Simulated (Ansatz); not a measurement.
# BaAs$_{2}$Ru$_{2}$: computed properties

Method: DFT PBEsol, scalar-relativistic, plane waves, PAW (Ansatz).

Plane waves to 420 eV, a k mesh through Γ of 12×12×12 on the computed 5-atom cell and Gaussian smearing (0.10 eV); no spin polarisation.

The structure is relaxed at this level of theory with its symmetry kept. Whether it is the stable form of this composition wasn't checked.

```
Ba As Ru
1.0
    -2.07119    2.07119    6.02939
     2.07119   -2.07119    6.02939
     2.07119    2.07119   -6.02939
Ba As Ru
1 2 2
Direct
  0.00000 0.00000 0.00000
  0.64801 0.64801 0.00000
  0.35199 0.35199 0.00000
  0.75000 0.25000 0.50000
  0.25000 0.75000 0.50000
```

| Quantity | Value |
| --- | --- |
| Space group | I4/mmm (No. 139) |
| Volume per atom | 139.6 bohr³ |
| Formation energy from the elements' standard states (uncorrected) | -0.697 eV/atom |
| Kohn–Sham band gap | none (metal) |
| Density of states at the Fermi level | 1.60 states/eV per cell |
| Löwdin character within 0.5 eV of the Fermi level | Ru 4d 56 %, As 4p 23 %, unprojected 13 % |
| Bulk modulus | 80 GPa |
| Its pressure derivative | 4.2 |
| Bader charges (e) | Ba (1 in the cell) 1.24, As (2 in the cell) -0.40, Ru (2 in the cell) -0.23 |

Spin-orbit coupling is left out, which matters for the bands of heavy elements.